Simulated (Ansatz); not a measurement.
Results of LDA (PAW; Ansatz, a quantum-chemistry and plane-wave program) for hcp Cd.

Settings: plane-wave cutoff 500 eV, 5×5×5 k mesh, Fermi–Dirac smearing 0.1 eV, cell of 36 sites, scalar-relativistic PAW data made under PBE.

Problem. Predict the vacancy formation energy and vacancy formation energy before relaxation.

Solution. 
* **vacancy formation energy**: 0.38 eV
* **vacancy formation energy before relaxation**: 0.56 eV

Note: energies are extrapolated to zero smearing, and mesh and cell size move such values by some hundredths of an eV or more.

Computed values are for the static lattice.

It cost roughly 30 core-minutes of CPU time.
